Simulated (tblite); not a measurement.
C5H9O (doublet state).
Atom-mapped SMILES: `[O:1][CH2:2][CH:3]1[CH2:4][CH2:5][CH2:6]1` (hydrogens: H7, H8 on C2; H9 on C3; H10, H11 on C4; H12, H13 on C5; H14, H15 on C6)

Cartesian coordinates in Å at the GFN2-xTB level; atoms count from 1:
```
atom  x, y, z in Å
O1     2.346   -1.492   -0.106
C2     1.796   -0.318    0.050
C3     0.332   -0.250   -0.502
C4    -0.381    1.101   -0.402
C5    -1.567    0.386    0.268
C6    -0.710   -0.878    0.435
H7     2.312    0.430   -0.598
H8     1.821    0.067    1.093
H9     0.324   -0.684   -1.501
H10    0.119    1.798    0.269
H11   -0.585    1.602   -1.346
H12   -1.931    0.837    1.189
H13   -2.400    0.236   -0.414
H14   -1.138   -1.817    0.093
H15   -0.343   -1.011    1.450
```

Level: GFN2-xTB in tblite, geometry and Hessian alike; calculated harmonic values, unscaled, isolated species. Errors from tens to a few hundred cm⁻¹ against measured bands are possible. One conformer, not necessarily the lowest. Open shells enter through the occupations alone, without spin polarisation, and single modes of such species can be off by tens of per cent.

Harmonic wavenumbers (cm⁻¹): 83.7, 115.7, 217.5, 331.4, 381.6, 618.4, 747.4, 797.3, 819.2, 850.4, 935.1, 988.2, 1027.5, 1032.7, 1069.3, 1112.0, 1120.5, 1168.0, 1179.5, 1192.0, 1221.3, 1227.7, 1228.6, 1249.9, 1267.4, 1274.4, 1388.5, 1463.9, 1467.0, 1483.9, 2617.6, 2732.0, 2989.7, 3004.0, 3011.2, 3016.6, 3021.7, 3026.4, 3029.7.

A = 8576, B = 2339, C = 2027 MHz; mass 85.065 u (most abundant isotopes); point group C1, symmetry number 1; spin multiplicity 2.

Task: What is the zero-point energy?

Result: Half the sum of the wavenumbers: 27754 cm⁻¹ = 79.35 kcal/mol.

Task: What is S at 273.15 K and 1 bar for an ideal gas of classical rigid rotors and harmonic oscillators?

Result: Translation 38.83, rotation 26.21, vibration 12.07, spin (R ln 2) 1.38: S = 78.5 cal/(mol K).

Task: And Cp and H(273.15 K) − H(0)?

Result: Cp = 22.82 cal/(mol K), of which vibrations give 14.87 (their classical limit is 39 R = 77.5); H(273.15 K) − H(0) = 4.01 kcal/mol without the zero-point energy, 1.84 from vibrations.

Task: Which modes carry the vibrational entropy at 273.15 K?

Result: 83.7 cm⁻¹: 3.63; 115.7 cm⁻¹: 3.00; 217.5 cm⁻¹: 1.82; 331.4 cm⁻¹: 1.11; 381.6 cm⁻¹: 0.90; 618.4 cm⁻¹: 0.34 cal/(mol K); the other 33 give 1.26 together.

Task: How do the functions run with temperature in this model?

Result: 
```json
{"T (K)": "100", "S (cal/(mol K))": "61.9", "Cp (cal/(mol K))": "12.9", "H − H(0) (kcal/mol)": "1.02", "G − H(0) (kcal/mol)": "-5.17", "ln q(vib)": "0.62"}
{"T (K)": "200", "S (cal/(mol K))": "72.2", "Cp (cal/(mol K))": "17.7", "H − H(0) (kcal/mol)": "2.54", "G − H(0) (kcal/mol)": "-11.91", "ln q(vib)": "1.79"}
{"T (K)": "300", "S (cal/(mol K))": "80.7", "Cp (cal/(mol K))": "25.0", "H − H(0) (kcal/mol)": "4.65", "G − H(0) (kcal/mol)": "-19.56", "ln q(vib)": "3.02"}
{"T (K)": "500", "S (cal/(mol K))": "97.3", "Cp (cal/(mol K))": "40.6", "H − H(0) (kcal/mol)": "11.26", "G − H(0) (kcal/mol)": "-37.37", "ln q(vib)": "5.77"}
{"T (K)": "800", "S (cal/(mol K))": "120.0", "Cp (cal/(mol K))": "56.0", "H − H(0) (kcal/mol)": "25.97", "G − H(0) (kcal/mol)": "-70.04", "ln q(vib)": "10.34"}
{"T (K)": "1000", "S (cal/(mol K))": "133.3", "Cp (cal/(mol K))": "62.7", "H − H(0) (kcal/mol)": "37.87", "G − H(0) (kcal/mol)": "-95.40", "ln q(vib)": "13.39"}
```

q(vib) and H(0) count from the zero-point level.

Task: What must be added to the electronic energy to get the Gibbs energy at 273.15 K and 1 bar?

Result: ZPE + [H(273.15 K) − H(0)] − T·S = 79.35 + 4.01 − 21.44 = 61.92 kcal/mol.

Hindered rotation and anharmonicity are outside this model. Other conformers, if any are populated, would add a mixing term that is left out. The structure is chiral; the term R ln 2 for an equal mix with its mirror image is left out.
